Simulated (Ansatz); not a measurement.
in.yaml

```yaml
crystal:
  periodic: [false, false, false]
  atoms:
    - {symbol: Sb, position_ang: [0.000000, -0.013638, 0.000000]}
    - {symbol: H, position_ang: [0.000000, 0.823741, -1.468803]}
    - {symbol: H, position_ang: [0.000000, 0.823741, 1.468803]}
basis:
  gaussian: {orbitals: def2-SVP}
total_charge: 1
magnetization: {spin_polarized: false, initial_magnetization: 2}
correlation: {active_space: {window: {electrons: 6, orbitals: 6}, fixed_orbitals: true}}
accuracy: high
scf: {lower_state_search: off}
```

```sh
$ ansatz run in.yaml --threads 1 --pin off --events-out ev --progress --plain --max-ram 2393MiB
```

Output:

```
these checks for a lower state are left out or cut short: stability, starts, cluster_reference, orbital_swaps, neighbouring_geometries, increment
822 factors; integrals over basis functions are off by at most 2.8e-9 eV
mean field evaluation 1: about -6532.1373 eV, gradient 6.7e0 eV
mean field evaluation 2: about -6532.1630 eV, gradient 6.7e0 eV
mean field evaluation 4: about -6532.5544 eV, gradient 4.7e-1 eV
mean field evaluation 8: about -6532.5587 eV, gradient 4.0e-2 eV
mean field evaluation 16: about -6532.5588 eV, gradient 2.6e-8 eV
mean field -6532.55875744 eV, -240.0671064085 hartree, gradient 2.6e-8 eV, S^2 2.000000; 0 other end points of the search recorded, 0 dependent functions left out
reference -6532.55875744 eV, -240.0671064085 hartree; 13, 11 occupied and 23, 25 virtual orbitals, 822 factors
state -6533.00043527 eV, -240.0833377696 hartree
Total energy: -6533.00043527 eV, -240.0833377696 hartree
Checks for a lower state left out: stability, starts, cluster_reference, orbital_swaps, neighbouring_geometries, increment
```

Ran on 1 thread of Arm Neoverse V2, shared host: 0.45 s wall, 0.22 GiB peak host memory.
